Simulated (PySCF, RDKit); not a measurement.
Pair of molecules: CH4O (SMILES CO) (first 6 atoms) with CH5N (SMILES CN); geometry from S66by8 set.
(charge 0, multiplicity 1):
| atom | x (Å) | y (Å) | z (Å) |
|---|---|---|---|
| O | -1.9824 | 0.7424 | -0.0017 |
| H | -1.0099 | 0.7683 | -0.0068 |
| C | -2.3522 | -0.6174 | -0.0065 |
| H | -3.4384 | -0.6666 | -0.0022 |
| H | -1.9989 | -1.1481 | -0.8959 |
| H | -1.9916 | -1.1563 | 0.8750 |
| N | 1.9396 | 0.6035 | -0.0139 |
| H | 2.3103 | 1.1113 | 0.7792 |
| H | 2.3104 | 1.0678 | -0.8332 |
| C | 2.4174 | -0.7825 | 0.0236 |
| H | 2.0255 | -1.3166 | -0.8386 |
| H | 3.5041 | -0.8893 | 0.0266 |
| H | 2.0253 | -1.2693 | 0.9132 |

Interaction energies are E(AB) − E(A) − E(B) at the monomers' geometry in the complex; basis-set methods are counterpoise corrected. Rows marked so take none. RDKit's UFF carries no charges.

Rows in 3-21G, 6-31G* carry no dispersion term and start afresh at each structure (6-31G* with six Cartesian d functions).

Codes used: PySCF for 3-21G rows, 6-31G* rows; RDKit for the force fields. 

Task: One of these levels gives -19.4 kJ/mol for the interaction energy. Which one is it?
A. B3LYP/6-31G*
B. B3LYP/3-21G (no counterpoise)
C. UFF
D. HF/3-21G (no counterpoise)

Result: D, HF/3-21G (no counterpoise). The others give -2.5 (UFF), -21.6 (B3LYP/3-21G (no counterpoise)), -13.8 (B3LYP/6-31G*)
